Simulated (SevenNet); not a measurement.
# hcp Co

The numbers are results of the machine-learned potential SevenNet-0 (trained on PBE and PBE+U data), not measurements.

Cell: relaxed at this level.

```json
{
  "equilibrium_lattice_constant_a": "2.490 Å",
  "c axis length": "4.013 Å",
  "volume_per_atom": "10.78 Å³/atom"
}
```

Measured, for comparison: lattice constant a 2.507 Å, lattice parameter c 4.07 Å (293 K, no zero-point or thermal correction; as tabulated in Wikipedia's data pages). Computed (rounded) less measured: lattice constant a -0.7 %, lattice parameter c -1.4 %. A static lattice is as a rule a little smaller and stiffer than an uncorrected measurement, which narrows the difference in the lattice constant a, lattice parameter c and would widen misses of the other sign.

A machine-learned potential is trained on density-functional data: it inherits that level's misses and adds fitting errors of its own.
